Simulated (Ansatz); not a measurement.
**A ladder of methods for CHF2 (difluoromethyl radical)**

CHF2 has 4 atoms, charge 0, and is taken as a doublet. As SMILES, `F[CH]F`. Geometry: relaxed at PBE0-D4/def2-TZVP.

```xyz
4

F    -1.2082    0.2646   -0.1417
C     0.0386    0.0634    0.2444
F     0.4331   -1.1668   -0.0296
H     0.7365    0.8387   -0.0731
```

Each level gives the energy change with the C2–F3 bond stretched from 1.321 to 2.641 Å (eV). The values are calculated.

```tsv
level	kind	program	value (eV)	less FCI/STO-3G	CPU time (all runs)
UHF/STO-3G	Hartree–Fock	Ansatz	3.15	-0.82	0.34 s
UBHLYP/STO-3G	global hybrid	Ansatz	4.65	+0.68	7.6 s
UB2PLYP/STO-3G	double hybrid	Ansatz	4.58	+0.61	8.9 s
RPA@PBE/STO-3G	RPA	Ansatz	3.93	-0.04	5.8 s
UMP2/STO-3G	perturbation theory	Ansatz	3.91	-0.06	0.5 s
UCCSDT/STO-3G	coupled cluster or CI	Ansatz	4.01	+0.04	4.2 s
FCI/STO-3G	exact in the basis	Ansatz	3.97	0.00	5.9 s
```

FCI/STO-3G is exact within its basis and frozen core, so for wave-function methods in that basis the difference is their error; functionals converge differently with the basis, so for them it is only a difference. The first shape isn't each level's own minimum. The values span 3.15 to 4.65 eV. Spin contamination of the reference (⟨S²⟩ at least 0.1 too high) touches UHF/STO-3G, UBHLYP/STO-3G, UB2PLYP/STO-3G, RPA@PBE/STO-3G, UMP2/STO-3G, UCCSDT/STO-3G. All rows use very small basis sets, so none should be taken for the real molecule's value. Times are those of the runs behind each value, whatever else they computed, on shared processors of several kinds: orders of magnitude only.
